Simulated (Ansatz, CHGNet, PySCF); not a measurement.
# How the equilibrium lattice constant a of zinc-blende AlN (metastable phase) moves with the method

No measured value is used here.

| level (code) | value (Å) |
|---|---|
| CHGNet 0.3.0 | 4.399 |
| LDA (Ansatz) | 4.342 |
| PBE (Ansatz) | 4.403 |
| PBE-D4 (Ansatz) | 4.369 |
| rVV10 (Ansatz) | 4.411 |
| r²SCAN+rVV10 (Ansatz) | 4.365 |
| r²SCAN0 (Ansatz) | 4.348 |
| Hartree–Fock (Ansatz) | 4.360 |
| MP2 (PySCF) | 4.388 ± 0.02 |
| CCSD(T) (PySCF) | 4.383 ± 0.02 |

A ± on a computed value is a rough bar: the spread of its extrapolation, a floor set from checks against published values, or a statistical error. Cutoffs and k meshes differ between the levels. Ansatz's density-functional and Hartree–Fock values are scalar-relativistic unless marked +SOC, with PAW data made under PBE.

Machine-learned potentials (CHGNet 0.3.0) are trained on DFT data: a solid inside that data is no test of them.

Ansatz is a first-principles code.
